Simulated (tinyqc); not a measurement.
Worked calculation: UKS/LDA (PW92) in the sto-3g basis, for BH2, spin multiplicity 2. One step of it, computed by the program tinyqc.

Question. Iteration 2: DIIS coefficients. Solve [B -1; -1 0][c; lambda] = [0; -1] for the coefficients, which sum to one.

B (overlaps of the stored error matrices):
```
                1               2
1   4.5675236e-01  -4.1709271e-01
2  -4.1709271e-01   4.8934535e-01
```

Give: DIIS coefficients.

Answer.

DIIS coefficients: 0.509  0.491
